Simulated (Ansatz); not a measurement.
## LiS (charge +1): a test of scalar relativity, step by step

Computed with Ansatz's Python interface.

The cells in order, each with its output:

```python
import ansatz as az
from ase import Atoms
import numpy as np
```

```python
FUNCTIONAL = "pbe"
DISPERSION = "d3bj"
NET_CHARGE = 1
```

```python
atoms = Atoms(["Li", "S"], positions=[
    (0.0, 0.0, 0.0),
    (0.0, 0.0, 2.37),
])
mol = az.Crystal.molecule_from_ase(atoms)

calculation = (
    mol.calculation()
    .functional(FUNCTIONAL, dispersion=DISPERSION)
    .charge(NET_CHARGE)
    .spin("collinear", total=2)
    .forces()
)
# a set contracted for a scalar-relativistic Hamiltonian goes with the relativistic run
sets = {"none": "cc-pVTZ", "scalar": "cc-pVTZ-DK"}
found = {kind: calculation.basis(gaussian=basis).pseudopotentials(relativity=kind).run(threads=1, pin="off").report for kind, basis in sets.items()}
for kind, each in found.items():
    dipole = 4.803205 * np.linalg.norm(each["charge_distribution"]["dipole_moment_e_ang"])
    print(f"{kind:7s} E = {each['free_energy_ev']:.4f} eV  dipole {dipole:.3f} D  largest force {np.abs(each['forces_ev_ang']).max():.4f} eV/A")
print(f"relativity lowers the total energy by {found['none']['free_energy_ev'] - found['scalar']['free_energy_ev']:.3f} eV")
```

    none    E = -11026.9330 eV  dipole 7.385 D  largest force 0.3225 eV/A
    scalar  E = -11056.6859 eV  dipole 7.386 D  largest force 0.3223 eV/A
    relativity lowers the total energy by 29.753 eV

Caveats:
- Total energies depend on the basis set; only differences at equal settings carry meaning.
- The geometry is a force-field or estimated start, not a minimum of this method. The basis set changes with the Hamiltonian (a set recontracted for scalar relativity), and most of the change in the total lies in the cores.
- The species is open-shell (spin multiplicity 3).
- An ion's dipole depends on the origin; the program takes it about the centre of nuclear charge.
- The spin state was assumed, and another may lie lower.
- Timing: 6.7 s on 1 thread of Arm Neoverse V1, on a shared host, peak memory 0.19 GiB.

(Lines on the test bed's own set-up are left out of the output.)
